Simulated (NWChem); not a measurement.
Species: sulfur dioxide (SO₂); SMILES O=S=O

```xyz
3

O      1.2504     0.0000     0.3713
S      0.0000     0.0000    -0.3713
O     -1.2504     0.0000     0.3713
```
Atoms are numbered in this order, from 1.

Results from NWChem. Pople sets run with spherical d functions. Coordinates come from a PBE0/def2-SVP optimisation. Total energies compare along this basis series because the functional is fixed.

```json
[
 {"level": "B3LYP/STO-3G", "basis functions": "19", "energy (Ha)": "-541.9374", "highest occupied level (eV)": "-3.40", "orbital gap (eV)": "4.22", "dipole (D)": "1.36"},
 {"level": "B3LYP/3-21G", "basis functions": "31", "energy (Ha)": "-545.6821", "highest occupied level (eV)": "-8.22", "orbital gap (eV)": "4.82", "dipole (D)": "1.89"},
 {"level": "B3LYP/6-31G*", "basis functions": "46", "energy (Ha)": "-548.5817", "highest occupied level (eV)": "-8.98", "orbital gap (eV)": "5.45", "dipole (D)": "1.79"},
 {"level": "B3LYP/6-31+G*", "basis functions": "58", "energy (Ha)": "-548.5943", "highest occupied level (eV)": "-9.40", "orbital gap (eV)": "5.39", "dipole (D)": "1.97"},
 {"level": "B3LYP/def2-SVP", "basis functions": "46", "energy (Ha)": "-548.3568", "highest occupied level (eV)": "-8.97", "orbital gap (eV)": "5.40", "dipole (D)": "1.83"},
 {"level": "B3LYP/def2-SVPD", "basis functions": "73", "energy (Ha)": "-548.3830", "highest occupied level (eV)": "-9.48", "orbital gap (eV)": "5.39", "dipole (D)": "1.80"},
 {"level": "B3LYP/def2-TZVP", "basis functions": "99", "energy (Ha)": "-548.7217", "highest occupied level (eV)": "-9.32", "orbital gap (eV)": "5.51", "dipole (D)": "1.82"},
 {"level": "B3LYP/6-311++G**", "basis functions": "74", "energy (Ha)": "-548.6649", "highest occupied level (eV)": "-9.46", "orbital gap (eV)": "5.39", "dipole (D)": "2.02"},
 {"level": "B3LYP/aug-cc-pVTZ", "basis functions": "142", "energy (Ha)": "-548.7104", "highest occupied level (eV)": "-9.40", "orbital gap (eV)": "5.43", "dipole (D)": "1.80"}
]
```
